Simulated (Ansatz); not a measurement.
# SiH3S− (SMILES [SiH2-]S): functionals against CCSD(T) at one geometry

An exercise on one series of results from a longer session: the logs are not shown, and one member is left open.

Program: Ansatz 0.2.0, Gaussian basis. Level of theory: single points in def2-TZVPPD. These are calculated values, not measurements.

Cores are frozen in the correlated methods.

## The starting structure

SMILES `[SiH2-]S`, 5 atoms, charge -1, spin multiplicity 1.

Atoms are counted from 1 here; the program's logs count them from 0.

Bond lengths: Si1–S2 2.299 Å, Si1–H3 1.409 Å, Si1–H4 1.411 Å, S2–H5 1.502 Å. Angles: S2–Si1–H3 101.6°, S2–Si1–H4 97.9°, H3–Si1–H4 99.9°, Si1–S2–H5 89.9°.

As a file:

```xyz
5

Si   -0.0486   -0.8272   -0.1613
S     0.2596    1.4177    0.2275
H    -0.5205   -1.2702    1.0905
H    -1.2694   -0.7364   -0.8636
H     1.6671    1.3107   -0.2848
```

Set-up of the first run:

run/in.yaml

```yaml
crystal:
  periodic: [false, false, false]
  atoms:
    - {symbol: Si, position_ang: [-0.048600, -0.827200, -0.161300]}
    - {symbol: S, position_ang: [0.259600, 1.417700, 0.227500]}
    - {symbol: H, position_ang: [-0.520500, -1.270200, 1.090500]}
    - {symbol: H, position_ang: [-1.269400, -0.736400, -0.863600]}
    - {symbol: H, position_ang: [1.667100, 1.310700, -0.284800]}
basis:
  gaussian: {orbitals: "def2-TZVPPD.json"}
total_charge: -1
correlation: {method: ccsd_t}
output: {forces: true}
```

The basis file named in the input lies beside it (Basis Set Exchange, JSON).

No record of the launch command was kept for these runs.

Among the steps run: CCSD(T)/def2-TZVPPD; PBE0-D4/def2-TZVPPD; wB97M-V/def2-TZVPPD; r2SCAN-D4/def2-TZVPPD; PBE-D4/def2-TZVPPD; wB97X-V/def2-TZVPPD; B97M-V/def2-TZVPPD.

One table of the session follows, with a row left open; its other results are not shown here.

```
   method  RMS force component (eV/Å)  angle to CCSD(T) forces (°)
  CCSD(T)                       1.556                    reference
  PBE0-D4                       1.594                          2.7
  wB97M-V                       1.561                          1.9
r2SCAN-D4                       1.564                          2.3
   PBE-D4                       1.557                          5.1
  wB97X-V                           ?                            ?
   B97M-V                       1.591                          2.2
```

Estimate the missing values for wB97X-V.

The run gave: RMS force component (eV/Å): 1.618; angle to CCSD(T) forces (°): 2.6. In the column «RMS force component (eV/Å)» it is the highest.

Limits of these values: The anion's highest level is positive in at least one run, so there the basis alone may hold the extra electron.
